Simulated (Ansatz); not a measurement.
# doublet SF: levels of theory in one basis

```xyz
2

S     0.0000    0.0000    0.0000
F     0.0000    0.0000    1.7611
```

Basis set: def2-SVP (spherical functions). Correlated methods keep 6 orbitals frozen. Correlation on ROHF uses semicanonical orbitals with singles. Charge 0, multiplicity 2.

Computed with Ansatz (development build ahead of 0.2.0); each method stands on the lowest determinant of its kind that the runs found.

```tsv
method	E − E(ROHF) (eV)	<S²> of the determinant
ROHF	0.00	0.75
UHF	-0.12	0.76
ROHF-MP2	-8.18	–
UHF-MP2	-8.16	0.76
```

(1) What does ROHF-CCSD(T) give on the same scale?

(2) Is a single determinant a sound starting point here?

Answers

(1) -8.87 eV.

(2) By this sign, yes. Unrestricted orbitals gain 0.12 eV and <S²> is 0.76 against 0.75 for a pure state.
